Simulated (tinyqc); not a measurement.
Worked calculation: extended Hueckel theory, for CH2. One step of it, computed by the program tinyqc.

Question. Orbitals. Solve H C = S C e through S^(-1/2); fill by pairs from the bottom, a degenerate level sharing its electrons equally; each orbital has its largest coefficient positive (the first on a tie).

H (eV):
```
             1C 2s      1C 2px      1C 2py      1C 2pz       2H 1s       3H 1s
1C 2s   -21.400000    0.000000    0.000000    0.000000  -13.544295  -13.544295
1C 2px    0.000000  -11.400000    0.000000    0.000000    0.000000    0.000000
1C 2py    0.000000    0.000000  -11.400000    0.000000   -8.468261    8.468261
1C 2pz    0.000000    0.000000    0.000000  -11.400000   -4.247687   -4.247687
2H 1s   -13.544295    0.000000   -8.468261   -4.247687  -13.600000   -2.587880
3H 1s   -13.544295    0.000000    8.468261   -4.247687   -2.587880  -13.600000
```

overlap S:
```
           1C 2s    1C 2px     1C 2py    1C 2pz     2H 1s      3H 1s
1C 2s   1.000000  0.000000   0.000000  0.000000  0.515973   0.515973
1C 2px  0.000000  1.000000   0.000000  0.000000  0.000000   0.000000
1C 2py  0.000000  0.000000   1.000000  0.000000  0.451641  -0.451641
1C 2pz  0.000000  0.000000   0.000000  1.000000  0.226543   0.226543
2H 1s   0.515973  0.000000   0.451641  0.226543  1.000000   0.126857
3H 1s   0.515973  0.000000  -0.451641  0.226543  0.126857   1.000000
```

valence electrons = 6

Give: orbital energies; occupations; coefficients; sum of one-electron energies.

Answer.

orbital energies (eV): -22.326  -14.784  -11.941  -11.400  2.601  7.671

occupations: 2.000  2.000  2.000  0.000  0.000  0.000

coefficients:
```
           MO1     MO2     MO3    MO4     MO5     MO6
1C 2s    0.795   0.000  -0.250  0.000   0.000   1.179
1C 2px   0.000   0.000   0.000  1.000   0.000   0.000
1C 2py   0.000   0.484   0.000  0.000   1.282   0.000
1C 2pz  -0.027   0.000   0.911  0.000   0.000   0.614
2H 1s    0.182   0.457   0.160  0.000  -0.930  -0.979
3H 1s    0.182  -0.457   0.160  0.000   0.930  -0.979
```

sum of one-electron energies = -98.103 eV
